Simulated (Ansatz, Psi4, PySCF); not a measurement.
System: formic acid, CH2O2, charge 0, multiplicity 1. SMILES: O=CO
Geometry: optimised at B3LYP-D3(BJ)/def2-TZVP (Ansatz, an electronic-structure program).

Wanted: vertical triplet-singlet gap, E(triplet) - E(singlet), in eV. Conventions: non-relativistic; no dispersion term unless named; open shells spin-unrestricted; six Cartesian d functions in 6-31G* and its kin unless marked 5d; 6-311+G** with 5d; each state is the SCF solution reached for its charge and spin; valence correlation only; no spin-orbit coupling. Basis-set limits of correlation are two-point, X^-3; Hartree-Fock from the larger set. The bracket is a focal-point correction in the basis named. Ab initio and DFT rows: single points at B3LYP-D3(BJ) geometries (Ansatz). Levels can end on unlike triplets.

Coupled cluster (Ansatz) is a level with limits of its own, used here on species with T1 under 0.025 (0.045 for open shells) and stable references: RI-MP2/CBS(aug-cc-pVTZ,aug-cc-pVQZ)+[CCSD(T)-MP2]/aug-cc-pVTZ.

Value to compare with, RI-MP2/CBS(aug-cc-pVTZ,aug-cc-pVQZ)+[CCSD(T)-MP2]/aug-cc-pVTZ (Ansatz): 5.62 eV.

```
level               program  vertical triplet-singlet gap, E(triplet) - E(singlet) (eV)  difference
------------------  -------  ----------------------------------------------------------  ----------
HF/6-31G*            Ansatz                                                        4.52       -1.10
HF/6-311+G**         Ansatz                                                        4.39       -1.23
PBE/6-31G*           Ansatz                                                        5.54       -0.08
PBE/6-311+G**        Ansatz                                                        5.38       -0.24
B3LYP/3-21G          Ansatz                                                        5.39       -0.23
B3LYP/6-31G*         Ansatz                                                        5.45       -0.17
M06-2X/6-31G* (5d)    PySCF                                                        5.62        0.00
wB97X-D/6-31G*         Psi4                                                        5.52       -0.10
MP2/6-31G*           Ansatz                                                        6.17        0.55
wB97M-V/def2-TZVPD   Ansatz                                                        5.42       -0.20
```

Among the 9 habitual levels, HF/6-311+G** lies farthest from RI-MP2/CBS(aug-cc-pVTZ,aug-cc-pVQZ)+[CCSD(T)-MP2]/aug-cc-pVTZ (Ansatz) (-1.23 eV) and M06-2X/6-31G* (5d) nearest (0.00); 1 of 9 lie above it, and their mean absolute difference is 0.41 eV, the median 0.23. One case shows no general order.

The levels are drawn from those run, B3LYP/6-31G* more often than the rest, none by its result; runs whose electronic state is in doubt are left out.
